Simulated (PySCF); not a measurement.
# FSiN: from structure and modes to constants

Method: PBE0/[Si def2-TZVP, N def2-TZVP, F def2-TZVP], no relativity, density fitting, PySCF.

The singlet minimum has C∞v symmetry. Masses (u): Si 27.97693, N 14.00307, F 18.99840.

```xyz
3
charge 0 multiplicity 1, angstrom
Si   -0.1333    0.0000   -0.0023
N    -1.6906    0.0000   -0.0286
F     1.4424    0.0000    0.0244
```

Harmonic wavenumbers (cm⁻¹): 137.9 (π, ×2), 815.3 (σ+, ×1), 1314.5 (σ+, ×1).

Task: Find the principal moments of inertia and the rotational constants. What kind of rotor is it?

Result: About the centre of mass I = 80.07 u Å². With B = 16.8576/I this gives 0.2105 cm⁻¹. The molecule is linear.

Task: Find the vibrational entropy and heat capacity at 298.15 K.

Result: With u = 1.43878 ω/T, each mode gives S = R[u/(eᵘ−1) − ln(1−e⁻ᵘ)] and C = R u² eᵘ/(eᵘ−1)².
```tsv
ω (cm⁻¹)	u	S (J/(mol K))	C (J/(mol K))
137.9 (×2)	0.665	11.85	8.01
815.3	3.934	0.82	2.62
1314.5	6.343	0.11	0.59
```
The sums over all modes are S = 24.6 and C = 19.2 J/(mol K); the softest mode gives 48 % of the entropy (each member, where degenerate).

Task: Give the standard entropy (298.15 K, 1 bar) by its translational, rotational, vibrational and spin parts, and Cp.

Result: Sackur–Tetrode with M = 60.98 u gives 160.1; rotation with symmetry number 1 gives 65.6; vibration 24.6; spin R ln 1 = 0.0. The total is 250.4 J/(mol K), and Cp = 7/2 R + 19.2 = 48.3 J/(mol K).

Other isomers or separated fragments may lie lower.
